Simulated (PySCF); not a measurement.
CH3Li.
Cartesian coordinates in Å at the PBE0-D3(BJ)/def2-SVP level; atoms count from 1:
```
atom  x, y, z in Å
Li1    1.8471   -0.0266    0.0273
C2    -0.1245    0.0021   -0.0081
H3    -0.5629   -0.6323   -0.8050
H4    -0.5471    1.0128   -0.1804
H5    -0.5953   -0.3503    0.9319
```

Theory: core-valence-separated Tamm–Dancoff BHandHLYP/aug-pcX-1 (pcseg-1 on H) in PySCF, non-relativistic, gas phase, PBE0-D3(BJ)/def2-SVP geometry. The energies are unshifted.

The lowest roots of each edge with f over 0.003 (five at most, numbered afresh; weaker and dark ones are left out), with transition dipoles (au) in the frame of the coordinates:

```csv
root,edge,E (eV),f,μx,μy,μz
1,C,281.59,0.0063,0.0302,-0.0005,0.0006
2,C,283.26,0.0033,0.0001,0.0205,0.0074
3,C,283.26,0.0033,-0.0006,-0.0075,0.0204
4,C,283.52,0.0051,-0.0272,0.0004,-0.0005
5,C,284.75,0.0220,-0.0001,-0.0427,-0.0364
```

Task: Molecules are fixed in this frame and the field points along (1, 0, −1)/√2. What effective strengths 3 f cos²θ do the roots have (θ between field and μ)?

Result: root 1 (C2): 0.009, root 2 (C2): 0.001, root 3 (C2): 0.005, root 4 (C2): 0.007, root 5 (C2): 0.014. Root 5 is the strongest. Averaged over all orientations cos²θ is 1/3, which gives f back. For degenerate partners only the sum has meaning, as the program may mix them freely.

